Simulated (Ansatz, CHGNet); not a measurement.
**How the volume per atom of anatase TiO₂ (metastable phase) moves with the method**

No measured value is used here.

| level (code) | value (Å³/atom) |
|---|---|
| CHGNet-r²SCAN | 11.45 |
| LDA (Ansatz) | 11.02 |
| BLYP (Ansatz) | ? |
| PBE (Ansatz) | ? |
| rVV10 (Ansatz) | 11.74 |
| r²SCAN+rVV10 (Ansatz) | 11.32 |
| HSE06 (Ansatz) | 11.30 |

Some entries are withheld; supply them.


- BLYP (Ansatz, a program for electronic structure), value (Å³/atom): 11.96
- PBE (Ansatz), value (Å³/atom): 11.67

Cutoffs and k meshes differ between the levels. Ansatz's density-functional and Hartree–Fock values are scalar-relativistic unless marked +SOC, with PAW data made under PBE.

Machine-learned potentials (CHGNet-r²SCAN) are trained on DFT data: a solid inside that data is no test of them.
